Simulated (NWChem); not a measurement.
Ionisation of hydrogen isocyanide (CHN)

SMILES: [NH+]#[C-]
```xyz
3

C      0.0000     0.0000     0.7490
N      0.0000     0.0000    -0.4352
H      0.0000     0.0000    -1.4477
```
Charge 0, spin multiplicity 1.

Program: NWChem. All single points use one geometry, from PBE/def2-SVP, a minimum by its harmonic frequencies.

Basis set: def2-TZVP. −ε marks an orbital energy of the parent.

B3LYP has NWChem's definition, with VWN1-RPA local correlation.

Task: Order these methods by the first vertical ionisation energy they give, lowest first: −ε(HOMO) of HF, −ε(HOMO) of PBE0, −ε(HOMO) of B3LYP, −ε(HOMO) of M06-2X.

Result: −ε(HOMO) of B3LYP (9.01 eV), −ε(HOMO) of PBE0 (9.25 eV), −ε(HOMO) of M06-2X (10.69 eV), −ε(HOMO) of HF (13.43 eV)
